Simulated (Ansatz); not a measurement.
# SiHO (quartet): the correlation ladder at angle O2–Si1–H3 = 139.4°, cc-pVDZ

The task here is to estimate one member of a computed series from the others.

The runs use Ansatz 0.2.0, Gaussian basis; cc-pVDZ, core rule «outside noble gas», up to 6 orbitals frozen.

Plan: UHF; CCSD(T) on ROHF; CCSD(T) on UHF; BCCD(T) on ROHF; CISD; CCSDT(Q) on ROHF; CCSDT(Q) on UHF; CASSCF and MRCISD+Q, 5 electrons in 5 orbitals; CASSCF and NEVPT2, 5 electrons in 5 orbitals.

25 further runs of the same task are left out: 10 for a known fault of the program, 1 for a mislabelled method, 10 that didn't finish, 4 set aside as unsound or not needed.

## The geometry

The geometry derives from a PBE0/def2-TZVP stationary point (not a proven minimum). One angle is set to the value named; bond lengths are kept.

3 atoms, charge 0, spin multiplicity 4.

Atoms are counted from 1 here; the program's logs count them from 0.

Bond lengths: Si1–O2 1.728 Å, Si1–H3 1.496 Å. Angles: O2–Si1–H3 139.4°.

Set-up of the first run:

in.yaml reads:

```yaml
crystal:
  periodic: [false, false, false]
  atoms:
    - {symbol: Si, position_ang: [0.000000, 0.037732, 0.587043]}
    - {symbol: O, position_ang: [0.000000, -0.136868, -1.132487]}
    - {symbol: H, position_ang: [0.000000, 1.121184, 1.618874]}
basis:
  gaussian: {orbitals: cc-pVDZ}
magnetization: {spin_polarized: true, initial_magnetization: 3}
hamiltonian: {xc: hf}
output: {orbitals: {seedname: orbitals}}
```

Launch:

```console
> ansatz run in.yaml --threads 1 --pin off --events-out ev --progress --plain --max-ram 2393MiB
```

Among the steps run: UHF; CCSD(T) on ROHF; CCSD(T) on UHF; BCCD(T) on ROHF; CISD; CCSDT(Q) on ROHF; CCSDT(Q) on UHF; CASSCF and MRCISD+Q, 5 electrons in 5 orbitals; CASSCF and NEVPT2, 5 electrons in 5 orbitals.

One table of the session follows, with a row left open; its other results are not shown here.

```
       method  from UCCSDT(Q) (kcal/mol)
         ROHF                    +151.21
          UHF                    +147.44
         RMP2                     +21.24
         UMP2                          ?
         CISD                     +12.70
        RCCSD                      +4.33
        UCCSD                      +4.25
     RCCSD(T)                      +1.05
     UCCSD(T)                      +1.04
      BCCD(T)                      +1.06
       RCCSDT                      +0.34
       UCCSDT                      +0.32
    RCCSDT(Q)                      +0.06
    UCCSDT(Q)                          0
  CASSCF pair                    +138.49
  NEVPT2 pair                     +21.62
  MRCISD pair                     +11.55
MRCISD+Q pair                      +1.51
```

Estimate the missing values for UMP2.

**Answer.** from UCCSDT(Q) (kcal/mol): +21.27. In the column «from UCCSDT(Q) (kcal/mol)» it lies between RMP2 (+21.24) and NEVPT2 pair (+21.62).

Among the levels timed on like hardware and quicker than the yardstick, those that no quicker one beats, quickest first: NEVPT2 pair (1.6 s, +21.62 kcal/mol); MRCISD+Q pair (2.1 s, +1.51 kcal/mol); BCCD(T) (3.2 s, +1.06 kcal/mol); UCCSD(T) (3.9 s, +1.04 kcal/mol).

Limits of these values: Of the multireference levels listed MRCISD+Q pair comes nearest in total energy (+1.51 kcal/mol), which doesn't show that its space is the better one. Restricted and unrestricted rows rest on different reference determinants; where their highest levels disagree by more than a few hundredths of an eV, they describe different states and don't form one ladder.
